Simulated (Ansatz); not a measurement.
A nudged elastic band was laid between two geometries of BClFH (4 atoms, charge 0, multiplicity 1).

The calculation used RKS PBE0-D4/def2-SVP in Ansatz.

* movable images: 7
* climbing image: yes
* spring: 5.0 eV/Å²
* optimiser: quadratic models (default)
* start path: through a guess of the saddle point
* force threshold: 0.05 eV/Å
* iteration limit: 60
* end points: relaxed

Image 0:

```xyz
4
Properties=species:S:1:pos:R:3
B 0.360 0.000 0.078
Cl 0.712 0.000 1.787
H 1.245 0.000 -0.736
F -0.893 0.000 -0.307
```

Image 8:

```xyz
4
Properties=species:S:1:pos:R:3
B -0.469 0.000 -0.536
Cl 2.150 0.000 1.784
H 1.195 0.000 0.895
F -1.451 0.000 -1.321
```

(1) What changes between the two ends?

(2) Give the energies along the band, and the barrier.

(3) What is the geometry of the highest image?

## Answers

(1) Bonds broken: B1–Cl2, B1–H3. Bonds formed: Cl2–H3. BClFH becomes BF + ClH.

(2) The run converged. The highest image is number 3 of 0 to 8, 3.75 eV above the first end and 0.36 eV above the last; the last end lies 3.38 eV above the first. Neighbouring images differ by up to 2.1 eV, so the band resolves the path poorly. A vibrational analysis at the climbing image gives one clearly imaginary mode, 822i cm⁻¹: a first-order saddle point. The orbitals stay closed-shell, which can raise the energy where a bond breaks towards radicals; this wasn't checked here.

```csv
image,path coordinate (Å),energy (eV),B1–Cl2 (Å),B1–H3 (Å),Cl2–H3 (Å)
0,0.00,0.00,1.74,1.20,2.58
1,0.42,0.73,1.82,1.17,2.18
2,0.84,2.82,2.14,1.18,1.88
3,1.26,3.75,2.47,1.33,1.59
4,1.65,3.52,2.80,1.71,1.36
5,2.04,3.43,3.12,2.02,1.31
6,2.43,3.41,3.31,2.12,1.31
7,2.82,3.39,3.43,2.17,1.31
8,3.21,3.38,3.50,2.19,1.30
```

(3) 
```xyz
4
Properties=species:S:1:pos:R:3
B 0.098 0.000 -0.535
Cl 1.203 0.000 1.678
H 1.278 0.000 0.085
F -1.155 0.000 -0.407
```

The run took 82 s on 1 thread of Arm Neoverse V2 (shared host), peak memory 0.096 GiB.
